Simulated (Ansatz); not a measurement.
We consider rock-salt BaS, described by PBE in Ansatz (PAW).

Input file:

Ansatz 0.2 input:
```yaml
crystal:
  lattice:
    - [0.0, 3.2564908936, 3.2564908936]
    - [3.2564908936, 0.0, 3.2564908936]
    - [3.2564908936, 3.2564908936, 0.0]
  atoms:
    - { symbol: Ba, position: [0.0, 0.0, 0.0] }
    - { symbol: S, position: [0.5, 0.5, 0.5] }
basis:
  ecutwfc: 520
  ecutrho_ratio: 4
  xc_grid: 2
kpoints:
  mp_grid: { grid: [10, 10, 10] }
hamiltonian:
  xc: pbe
  dispersion: none
  pseudopotentials: { kind: paw }
scf:
  occupations: { method: fermi_dirac, width: 0.01 }
  convergence: { dr2_threshold: 0.000000001 }
output:
  forces: true
  stress: true
  eigenvalues: true
```

### Question
How many irreducible k-points, plane waves at Γ does the program set up, and what pressure does the run end with?

### Answer
47 irreducible k-points, 1837 plane waves at Γ; P = -1.50 GPa, so the cell is stretched on average and its volume would shrink at this level.

From the output:

```
WARN output.stress: scf.convergence.dr2_threshold = 1e-9 eV is looser than the 2e-10 eV advised for a printed stress (1e-10 eV for each atom of the cell: 2)
Crystal: 2 atoms, lattice volume = 69.068 Å³
Basis set: ecut = 520 eV, 1837 PW (Γ), exchange–correlation on 72×72×72 points (8 copies of the dense FFT grid, shifted against one another)
Bands: 12, of which v1, the nominal top of the filled ones, is band 8 counted from 1 (7 counted from 0)
Symmetry: 48 space group operations
Space group: Fm-3m (ITA 225), of the structure as read, at distance tolerance 4.1e-5 Å
k-points: 47 of 1000
Functional: x = pbe(κ = 0.804, μ = 0.2195149727645171), c = pbe(β = 0.06672455060314922)
SCF iter   1: F=—  HF=-6855.851619 eV  |F-HF|=—  |Δ(HF+E_count)|=         —  Δρ=5.96e-4  dr2=5.53e-4
SCF iter   2: F=—  HF=-6855.851521 eV  |F-HF|=—  |Δ(HF+E_count)|=   9.79e-5  Δρ=1.91e-4  dr2=2.97e-5
  ...
SCF iter   7: F=—  HF=-6855.851537 eV  |F-HF|=—  |Δ(HF+E_count)|=   1.52e-7  Δρ=2.57e-6  dr2=9.49e-9
SCF iter   8: F=-6855.851537 eV  HF=-6855.851537 eV  |F-HF|=1.86e-10  |Δ(HF+E_count)|=   1.69e-9  Δρ=3.82e-7  dr2=2.31e-10
SCF 1 converged in 8 iterations: F = -6855.851537 eV  dr2 = 2.31e-10
SCF converged after 8 iterations
Free energy (F): -6855.851537 eV
Internal energy: -6855.851537 eV  (E = F + TS)
E sigma→0 (E₀):  -6855.851537 eV
Fermi energy:    6.400899 eV
--- Stress (GPa, compression-positive) ---
       -1.499775       0.000000      -0.000000
        0.000000      -1.499775       0.000000
        0.000000       0.000000      -1.499775
  P = ⅓ Tr σ = -1.4998 GPa (-14.998 kbar)
```

The cell is one volume of an energy–volume scan, off the minimum.

Ansatz is a program for electronic structure.
